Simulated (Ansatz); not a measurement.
**CHSi− (SMILES [C-]#[SiH]): one structure at several levels**

An exercise on one series of results from a longer session: the logs are not shown, and one member is left open.

Method: single points in def2-TZVPPD; program: Ansatz 0.2.0, Gaussian basis.

Cores are frozen in the correlated methods.

## The system as given

SMILES `[C-]#[SiH]`, 3 atoms, charge -1, spin multiplicity 1.

Atoms are counted from 1 here; the program's logs count them from 0.

Bond lengths: C1–Si2 1.683 Å, Si2–H3 1.523 Å. Angles: C1–Si2–H3 158.1°.

Coordinates:

```xyz
3
charge -1, multiplicity 1
C    -0.8055    1.3751   -0.2885
Si    0.0082   -0.0705   -0.0026
H     1.1131   -0.9972    0.4868
```

Set-up of the first run:

The input, run/in.yaml:

```yaml
crystal:
  periodic: [false, false, false]
  atoms:
    - {symbol: C, position_ang: [-0.805504, 1.375107, -0.288452]}
    - {symbol: Si, position_ang: [0.008212, -0.070510, -0.002579]}
    - {symbol: H, position_ang: [1.113109, -0.997175, 0.486808]}
basis:
  gaussian: {orbitals: "def2-TZVPPD.json"}
total_charge: -1
hamiltonian: {xc: pbe, dispersion: d4}
output: {forces: true}
```

The basis file named in the input lies beside it (Basis Set Exchange, JSON).

Started as:

```sh
$ ansatz run in.yaml --threads 2 --pin off --events-out ev --progress --plain --max-ram 3481MiB
```

Steps of the session up to this table: PBE-D4/def2-TZVPPD; r2SCAN-D4/def2-TZVPPD; PBE0-D4/def2-TZVPPD; wB97M-V/def2-TZVPPD; CCSD(T)/def2-TZVPPD.

One table of the session follows, with a row left open; its other results are not shown here.

```
   method  RMS force component (eV/Å)  angle to CCSD(T) forces (°)
   PBE-D4                       0.349                         13.8
r2SCAN-D4                       0.234                          2.1
  PBE0-D4                           ?                            ?
  wB97M-V                       0.181                         86.1
  CCSD(T)                       0.573                    reference
```

Q: Estimate the row for PBE0-D4 from the others.

As computed: RMS force component (eV/Å): 0.165; angle to CCSD(T) forces (°): 24.4. In the column «RMS force component (eV/Å)» it is the lowest.

To keep in mind: The T1 diagnostic is large here, over the usual mark for main-group molecules (transition-metal compounds often pass it harmlessly), so CCSD(T) itself may be off.
